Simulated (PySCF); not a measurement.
Method: PySCF with B3LYP-D3(BJ)/def2-TZVP // r2SCAN-D4/def2-SVP. Gas-phase values, no solvent. B3LYP has the VWN-RPA correlation part, as in Gaussian. 

Reference species (SMILES): `[NH2]` (neutral, multiplicity 2).

- dipole moment = 1.96 D

Changed species: `[OH]` (free radical OH; the reference has free radical NH2).

Question: Predict the effect on the dipole moment.

Answer: the dipole moment falls by 0.19 D, to 1.77 D.
